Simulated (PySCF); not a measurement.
# Potential energy of NaH along the bond

Set-up: PySCF, no relativity, basis sets Na pcseg-2, H pcseg-2. Energies in eV from Na + H in their ground configurations at the same level. State: ¹Σ⁺ (singlet), closed shell.

All columns are PBE. A positive dipole means Na(−)H(+).

```tsv
R (Å)	E (eV)	μ (D)	Mulliken charge on Na (basis-dependent)	HOMO (eV)	LUMO (eV)	Mayer bond order	⟨S²⟩
1.627	-1.601	-5.21	0.42	-4.35	-1.63	0.83	0.00
1.703	-1.723	-5.36	0.41	-4.32	-1.68	0.84	0.00
1.778	-1.795	-5.51	0.40	-4.29	-1.74	0.84	0.00
1.835	-1.823	-5.62	0.40	-4.26	-1.78	0.84	0.00
1.892	-1.833	-5.73	0.40	-4.24	-1.83	0.84	0.00
1.949	-1.827	-5.84	0.40	-4.21	-1.87	0.84	0.00
2.024	-1.801	-5.99	0.40	-4.17	-1.93	0.84	0.00
2.119	-1.744	-6.17	0.40	-4.13	-2.01	0.84	0.00
2.233	-1.651	-6.38	0.41	-4.08	-2.10	0.84	0.00
2.384	-1.502	-6.65	0.41	-4.01	-2.22	0.83	0.00
```

A fit through these points gives, at Re = 1.898 Å, μ = -5.75 D and dμ/dR = -1.96 D/Å; the reduced mass is 0.9655 u.

**Question.** How strong is the fundamental in the double-harmonic approximation, I = 42.26·(dμ/dR)²/μred km/mol?

**Answer.** I = 42.26·(-1.96)²/0.9655 = 168 km/mol at PBE.
